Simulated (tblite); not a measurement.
C6H9 (doublet state).
SMILES: `CC1=[C][C@@H](C)C1`

Method: GFN2-xTB as coded in tblite; computed harmonic values from a numerical Hessian at the method's own geometry, unscaled. The method is semi-empirical: single wavenumbers can be off by several per cent or more. Open shells enter through the occupations alone, without spin polarisation, and single modes of such species can be off by tens of per cent.

Harmonic wavenumbers (cm⁻¹): 110.3, 122.3, 205.8, 270.2, 340.6, 371.5, 464.0, 642.6, 844.1, 873.3, 913.5, 957.5, 987.7, 1012.6, 1038.3, 1058.1, 1111.6, 1125.9, 1158.6, 1194.6, 1215.0, 1309.4, 1395.1, 1402.4, 1433.3, 1469.4, 1475.4, 1490.0, 1496.3, 1735.3, 2952.1, 2971.3, 2978.3, 2982.6, 2997.1, 3016.2, 3031.8, 3034.8, 3037.8.

A = 10021, B = 2289, C = 2122 MHz; mass 81.070 u (most abundant isotopes); point group C1, symmetry number 1; spin multiplicity 2.

Task: Zero-point energy?

Result: ½Σν̃ = 28113 cm⁻¹ = 80.38 kcal/mol.

Task: Give the ideal-gas entropy at 298.15 K and 1 bar in the rigid-rotor, harmonic-oscillator model (classical rotation).

Result: Translation 39.12, rotation 26.29, vibration 14.72, spin (R ln 2) 1.38: S = 81.5 cal/(mol K).

Task: And Cp and H(298.15 K) − H(0)?

Result: Cp = 26.18 cal/(mol K), of which vibrations give 18.23 (their classical limit is 39 R = 77.5); H(298.15 K) − H(0) = 4.90 kcal/mol without the zero-point energy, 2.53 from vibrations.

Task: How do the functions run with temperature in this model?

Result: 
```
 T (K)  S (cal/(mol K))  Cp (cal/(mol K))  H − H(0) (kcal/mol)  G − H(0) (kcal/mol)  ln q(vib)
    50             53.3               9.9                 0.42                -2.24       0.08
   100             61.3              13.5                 1.01                -5.12       0.51
373.15             88.0              31.8                 7.07               -25.76       4.23
   500             98.6              40.6                11.68               -37.60       6.16
   750            117.7              53.5                23.56               -64.68      10.10
  1000            134.3              62.1                38.08               -96.22      13.97
```

q(vib) and H(0) count from the zero-point level.

Task: Which modes carry the vibrational entropy at 298.15 K?

Result: 110.3 cm⁻¹: 3.26; 122.3 cm⁻¹: 3.06; 205.8 cm⁻¹: 2.08; 270.2 cm⁻¹: 1.59; 340.6 cm⁻¹: 1.21; 371.5 cm⁻¹: 1.07 cal/(mol K); the other 33 give 2.43 together.

Hindered rotation and anharmonicity are outside this model. The structure is chiral; the term R ln 2 for an equal mix with its mirror image is left out.

The run took 0.26 s wall on Arm Neoverse V2, one thread, shared host with 96 logical CPUs at a one-minute load of 41. This covers the Hessian and the dipole derivatives.
